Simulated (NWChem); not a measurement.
# triplet CS at 3 levels

We compute a comparison of 3 runs (UHF/3-21G, UB3LYP/6-31G*, UPBE0/cc-pVTZ) of triplet CS. 

Program for the calculation: NWChem 7.3.0.

1 further run of the same task is left out (set aside as unsound or not needed).

## Step 1: The structure to begin with

CS has 2 atoms, charge 0, and is taken as a triplet. As SMILES of the parent species, `[C-]#[S+]`. The bond length is the one measured for the parent species. That shape belongs to the parent species and isn't relaxed for this state.

Bond lengths: C1–S2 1.535 Å.

## Step 2: A single-point energy at UHF/3-21G (run 1)

Contents of cs.xyz:

```xyz
2
CS energy
C      0.000000     0.000000     0.000000
S      0.000000     0.000000     1.534941
```

Contents of cs.nw:

```
start cs
title "CS energy"
memory 2200 mb
charge 0

geometry units angstrom noautosym nocenter noautoz
load format xyz cs.xyz
end

basis spherical bse
* library 3-21G
end

scf
triplet
uhf
thresh 1e-08
maxiter 80
end

task scf
```

On the command line:

```console
$ nwchem cs.nw > cs.out
```

Log:

```text
[...]
  functions       =    22
[...]
  wavefunction    = UHF
[...]
         Total SCF energy =   -433.048034085407
      One electron energy =   -663.005673090365
      Two electron energy =    196.861242528500
 Nuclear repulsion energy =     33.096396476458
                       Sz =      1.0000
                 Sz(Sz+1) =      2.0000
                      S^2 =      2.3827
[...]
```

Wall time 1.1 s (1 thread of Intel Xeon Platinum 8259CL at 2.50GHz (Skylake/Cascade Lake), shared host); peak memory 0.099 GiB.

## Step 3: A single-point energy at UB3LYP/6-31G(d) (Cartesian functions) (run 2)

Contents of cs.nw:

```
START cs
memory 2200 mb

GEOMETRY units angstrom noautosym nocenter noautoz
  C     0.000000    0.000000    0.000000
  S     0.000000    0.000000    1.534941
END

BASIS "ao basis" cartesian
  * library 6-31G*
END

DFT
  xc b3lyp
  mult 3
  grid xfine
  convergence energy 1e-08
  maxiter 100
  mulliken
  print low
END

TASK dft energy
```

On the command line:

```console
$ nwchem cs.nw > cs.out
```

Log:

```text
[...]
 d= 0,ls=0.0,diis     1   -436.0352307119 -4.69D+02  1.60D-02  1.15D-01     0.7
[...]
 d= 0,ls=0.0,diis    12   -436.0854782041 -1.95D-09  3.71D-07  8.08D-11     6.7
[...]
         Total DFT energy =     -436.085478204062
      One electron energy =     -665.873916543914
           Coulomb energy =      227.710364171990
    Exchange-Corr. energy =      -31.018322308596
 Nuclear repulsion energy =       33.096396476458
[...]
      Total Density - Mulliken Population Analysis
     ---------------------------------------------
    Atom       Charge   Shell Charges
 -----------   ------   -------------------------------------------------------
    1 C    6     6.08   1.99  0.77  1.71  0.72  0.91 -0.02
    2 S   16    15.92   2.00  1.99  5.97  1.46  2.91  0.48  1.08  0.02
[...]
      <S2> =      2.0208 (Exact =     2.0000)
[...]
```

Wall time 7.5 s (1 thread of Intel Xeon Platinum 8259CL at 2.50GHz (Skylake/Cascade Lake), shared host); peak memory 0.11 GiB.

## Step 4: A single-point energy at UPBE0/cc-pVTZ (run 3)

Contents of run.py:

```python
from ase import Atoms
from ase.calculators.nwchem import NWChem

mol = Atoms(['C', 'S'], positions=[
    [0.000000, 0.000000, 0.000000],
    [0.000000, 0.000000, 1.534941],
])

calc = NWChem(
    label='job',
    theory='dft',
    memory='2200 mb',
    basis='cc-pVTZ',
    basispar='spherical bse',
    dft={'xc': 'pbe0', 'mult': '3', 'grid': 'xfine', 'convergence': 'energy 1e-08', 'iterations': '100', 'mulliken': None},
    task='energy',
)
mol.calc = calc

print(f"energy = {mol.get_potential_energy():.6f} eV")
```

On the command line:

```console
$ export ASE_NWCHEM_COMMAND="nwchem PREFIX.nwi > PREFIX.nwo"
$ python run.py
```

Log:

```text
energy = -11862.333201 eV
```

The calculator wrote job.nwi:

```
title "job"

permanent_dir job

scratch_dir job

start job

geometry units angstrom nocenter noautosym noautoz
  C  0.0000000000000000e+00 0.0000000000000000e+00 0.0000000000000000e+00
  S  0.0000000000000000e+00 0.0000000000000000e+00 1.5349410000000001e+00
end

memory 2200 mb

basis spherical bse noprint
   * library cc-pVTZ
end

dft
  xc pbe0
  mult 3
  grid xfine
  convergence energy 1e-08
  iterations 100
  mulliken
end

task dft energy
```

job.nwo:

```text
Northwest Computational Chemistry Package (NWChem) 7.3.0
             --------------------------------------------------------

           Job information
           ---------------

    nwchem branch   = 7.3.0
    use scalapack   = T
    input           = job.nwi
    prefix          = job.
    data base       = job/job.db
    status          = startup
    nproc           =        1

           Memory information
           ------------------

    heap     =     72089596 doubles =      550.0 Mbytes
    stack    =     72089601 doubles =      550.0 Mbytes
    global   =    144179200 doubles =     1100.0 Mbytes (distinct from heap & stack)
    total    =    288358397 doubles =     2200.0 Mbytes
    verify   = yes
    hardfail = no

           Directory information
           ---------------------

  0 permanent = job
  0 scratch   = job

                                NWChem Input Module
                                -------------------

                                        job
                                        ---

[... 21 lines left out ...]
            Nuclear Dipole moment (a.u.)
[... 38 lines left out ...]
  convergence criterion.
[... 16 lines left out ...]
          Convergence on density requested:  1.00D-05
[... 21 lines left out ...]
          Spatial weights used:  Erf1
[... 3 lines left out ...]
          Convergence aids based upon iterative change in
[... 83 lines left out ...]
         Total DFT energy =     -435.932708092572
[... 1 line left out ...]
           Coulomb energy =      227.679446099645
[... 1 line left out ...]
 Nuclear repulsion energy =       33.096396476458
[... 464 lines left out ...]
                     DFT Final Beta Molecular Orbital Analysis
[... 518 lines left out ...]
   alpha     51     52     53     54     55     56     57     58     59     60
    beta     52     51     54     53     56     55     58     57     59     60
 overlap   1.000  1.000  1.000  0.999  1.000  0.999  0.996  0.996  0.992  0.989

   alpha     61     62     63     64
    beta     61     62     63     64
 overlap   0.996  0.996  0.994  1.000

     --------------------------
     Expectation value of S2:
     --------------------------
      <S2> =      2.0364 (Exact =     2.0000)

 center of mass
 --------------
 x =   0.00000000 y =   0.00000000 z =   2.10903782

 moments of inertia (a.u.)
 ------------------
          73.410154072268           0.000000000000           0.000000000000
           0.000000000000          73.410154072268           0.000000000000
           0.000000000000           0.000000000000           0.000000000000

     Multipole analysis of the density
     ---------------------------------

     L   x y z        total         alpha         beta         nuclear
     -   - - -        -----         -----         ----         -------
     0   0 0 0     -0.000000    -12.000000    -10.000000     22.000000

     1   1 0 0      0.000000      0.000000      0.000000      0.000000
[... 8 lines of this table left out ...]
     2   0 0 2    -12.470930    -77.244296    -69.843981    134.617347

 Task  times  cpu:       29.2s     wall:       29.2s
 Total times  cpu:       29.2s     wall:       29.2s
```

Run time: 31 s. Hardware: 1 thread of Intel Xeon Platinum 8259CL at 2.50GHz (Skylake/Cascade Lake), shared host; peak memory 0.11 GiB.

## Step 5: Overview of the runs

```
run                                level  Cartesian functions  iteration cap  energy (Eh)  dipole moment (D)  HOMO energy (eV)  LUMO energy (eV)  wall time
  1                            UHF/3-21G                   no             80  -433.048034               0.78             -8.54              0.88      1.1 s
  2  UB3LYP/6-31G* (Cartesian functions)                  yes            100  -436.085478                  –                 –                 –      7.5 s
  3                        UPBE0/cc-pVTZ                   no            100  -435.932708               0.09             -5.34             -5.00       31 s
```

## Step 6: What came out

| quantity | value |
| --- | --- |
| run 3: total energy | -435.93271 Eh |
| run 3: dipole moment | 0.09 D |
| run 3: HOMO energy (highest over α and β) | -5.34 eV |
| run 3: LUMO energy (lowest over α and β) | -5.00 eV |
| run 3: ⟨S²⟩ | 2.036 |

In words: Totals of different functionals can't be ranked against each other. Spin contamination of the reference: run 1 ⟨S²⟩ = 2.38. All runs together took 39 s, the longest 31 s.
